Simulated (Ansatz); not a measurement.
## Ansatz (development build ahead of 0.2.0) run

```yaml
crystal:
  periodic: [false, false, false]
  atoms:
    - { symbol: C, position_ang: [1.34926, 0.01997, -0.05638] }
    - { symbol: C, position_ang: [0.73157, 1.21219, -0.00439] }
    - { symbol: C, position_ang: [-0.75074, 1.16234, -0.0334] }
    - { symbol: C, position_ang: [-1.37989, -0.047, 0.0069] }
    - { symbol: C, position_ang: [-0.70368, -1.21291, -0.0288] }
    - { symbol: C, position_ang: [0.75071, -1.15876, 0.0028] }
    - { symbol: H, position_ang: [2.50204, 0.02013, -0.06333] }
    - { symbol: H, position_ang: [1.27108, 2.16122, -0.01513] }
    - { symbol: H, position_ang: [-1.26937, 2.1672, 0.04668] }
    - { symbol: H, position_ang: [-2.41842, 0.00236, 0.02392] }
    - { symbol: H, position_ang: [-1.24559, -2.17458, 0.04984] }
    - { symbol: H, position_ang: [1.2313, -2.19437, -0.00712] }
basis:
  gaussian: { orbitals: "6-31G" }
hamiltonian:
  xc: hf
correlation:
  method: mp2
  frozen_orbitals: { C: 1, H: 0 }
```

The input is written out in the form of the current development build from the run's settings.

Results

| Property | Result |
| --- | --- |
| Converged | yes |
| Reference energy | -230.58683 hartree |
| Correlation energy | -0.51953 hartree |
| Total energy | -231.10636 hartree |
| Spin squared of the determinant | 0.000 |

Caution: no unrestricted run beside it, a lower state can exist.
